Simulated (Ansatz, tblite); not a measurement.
Spin states of SiO₂, each relaxed with PBE0-D4/def2-TZVP in Ansatz. Electronic energies in the gas phase.

The xTB rows come from tblite. HSE06 is defined as in plane-wave codes, on full-range PBE exchange. Correlated methods freeze 7 core orbitals. In CCSD on the charge 0 triplet the largest single amplitude is 0.41, so its Hartree–Fock determinant may place the open shell otherwise than the density functionals do. The structure comes from a short search, and lower isomers may exist.

Singlet geometry (D∞h within 0.1 Å):

Cartesian coordinates in Å:
```
Si 0.0000 0.0000 0.0000
O 0.8224 -0.0004 -1.2613
O -0.8224 0.0004 1.2613
```

Triplet geometry (C2v within 0.1 Å):

```xyz
3

Si   -0.3809    0.0839   -0.4440
O     1.1102    0.6006   -0.4455
O    -0.7293   -0.6845    0.8895
```

Quintet geometry (C2v within 0.1 Å):

```tsv
atom	x (Å)	y (Å)	z (Å)
Si1	0.5591	-0.2000	0.4247
O2	-0.6234	0.9810	0.6850
O3	0.0643	-0.7810	-1.1098
```

⟨S²⟩: triplet 2.02 at PBE0-D4/def2-TZVP (pure 2.00), quintet 6.01 at PBE0-D4/def2-TZVP (pure 6.00).

Run but left out: HF/STO-3G, HF/def2-TZVP, HF/def2-TZVPP, MP2/def2-TZVP, MP2/def2-TZVPP (triplet: a determinant that CCSD turns far, T1 0.083); GFN1-xTB (tight binding far off the other levels).

Only these spin states were relaxed.

```tsv
level	triplet − singlet (kcal/mol)	quintet − singlet (kcal/mol)	lowest of these	remarks
GFN2-xTB	120.2	283.4	singlet	–
PBE-D4/def2-TZVP	48.5	149.0	singlet	–
revPBE-D4/def2-TZVP	47.1	145.2	singlet	–
BLYP-D4/def2-TZVP	47.5	149.6	singlet	–
r2SCAN-D4/def2-TZVP	47.7	145.4	singlet	–
PBE0-D4/def2-TZVP	50.6	147.1	singlet	–
r2SCAN0-D4/def2-TZVP	48.8	138.5	singlet	–
HSE06-D4/def2-TZVP	50.5	147.3	singlet	–
PBE-QIDH/def2-TZVP	64.7	155.0	singlet	–
RPA@PBE/def2-TZVP	47.9	141.5	singlet	–
CCSD/def2-TZVPP	57.2	151.3	singlet	large T1 (0.024) (singlet), large T1 (0.083) (triplet)
CCSD(T)/def2-TZVPP	59.4	158.4	singlet	large T1 (0.024) (singlet), large T1 (0.083) (triplet)
```

Change of the quintet − singlet gap on mixing in exact exchange, in kcal/mol: PBE to PBE0 (25 % exact exchange) -1.9; r2SCAN to r2SCAN0 (25 % exact exchange) -7.0.

The xTB methods have no term that favours high spin, so they put low spin too low.
